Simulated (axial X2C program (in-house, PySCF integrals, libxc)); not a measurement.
## Worked dissociation energy of PF⁺: PBE0, two-component

All values were computed with an in-house relativistic program for diatomic molecules. Two-component (2c) means X2C with spin–orbit coupling and atomic mean-field two-electron Coulomb and Gaunt terms. Basis: P dyall-v3z [8s7p2d1f], F dyall-av3z [7s6p3d2f] (cores contracted in-house); Gaussian nuclei, density fitting, unrestricted open shells. Masses: P 30.974 u, F 18.998 u.

Molecular state: Ω = 1/2 (⟨Sz⟩ = -0.50, ⟨Lz⟩ = 1.00 at PBE0).

* E(P+) (2M_J = 2): -341.535742 hartree
* E(F) (2M_J = 1): -99.763095 hartree
* E(PF⁺) at Re: -441.497159 hartree
* ωe: 1041.9 cm⁻¹
* ωexe: 4.65 cm⁻¹

Work out De and D0.

De = -341.535742 + (-99.763095) − (-441.497159) = 0.19832 hartree = 5.397 eV. The zero-point energy is ωe/2 − ωexe/4 = 520 cm⁻¹ = 0.064 eV, so D0 = 5.332 eV.

One determinant describes the state; a PBE0 search over occupations chose it and may have missed a lower one. De is counted from the lowest determinant-based energies of the atoms at the same level, without counterpoise correction. Density functionals use the spin component along the axis (collinear). In 2c an atomic determinant is not the ground J level, so De misses part of the atomic spin–orbit lowering. This holds for PBE0. The functionals have no current-density term, which raises determinants with orbital currents, atoms included.

Each atomic determinant is the lowest at this level and need not be a pure J level. Totals compare only within one Hamiltonian and basis.
